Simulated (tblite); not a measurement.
# C2H9AlO: the cost of one run

Programs: tblite 0.8.0 and PySCF 2.14.0. All values are calculated, for the isolated system unless a continuum is named. Atoms count from 0, parts from 1.

### Step 1. The system as given

13 atoms, charge 0, multiplicity 1; geometry: rigid parts in contact. Parts: 1 = atoms 0–3, `[AlH3]`, charge 0; 2 = atoms 4–12, `COC`, charge 0.

### Step 2. Docking the parts with GFN2-xTB

What the job is given:

```
{"job": {"kind": "dock", "xc": "GFN2-xTB", "basis": "xTB"}, "charge": 0, "multiplicity": 1, "parts": [{"atoms": "0-3", "charge": 0, "multiplicity": 1}, {"atoms": "4-12", "charge": 0, "multiplicity": 1}]}
Al     0.000018     0.000103     0.000104
H     -0.008250     0.218773    -1.537489
H      0.537888    -1.331129     0.591875
H     -0.529656     1.112253     0.945510
C     -1.662811     2.667520    -1.337872
O     -0.608608     2.347800    -2.207453
C     -0.885141     2.672834    -3.544476
H     -2.584888     2.143091    -1.619556
H     -1.356167     2.349811    -0.343544
H     -1.862790     3.746838    -1.331392
H     -0.008382     2.389219    -4.122904
H     -1.760187     2.123118    -3.914798
H     -1.070862     3.747892    -3.664965
```

With the program's defaults for keys left out, this is: GFN2-xTB search for minima from random contacts, gas phase.

The run is started by

```console
$ OMP_NUM_THREADS=1 python cluster_run.py task.json out
```

This one command runs all jobs of the session in turn.

Q: Estimate the wall time of this first job on 1 thread of Intel Xeon 6975P-C, shared host.

About 1.8 s.
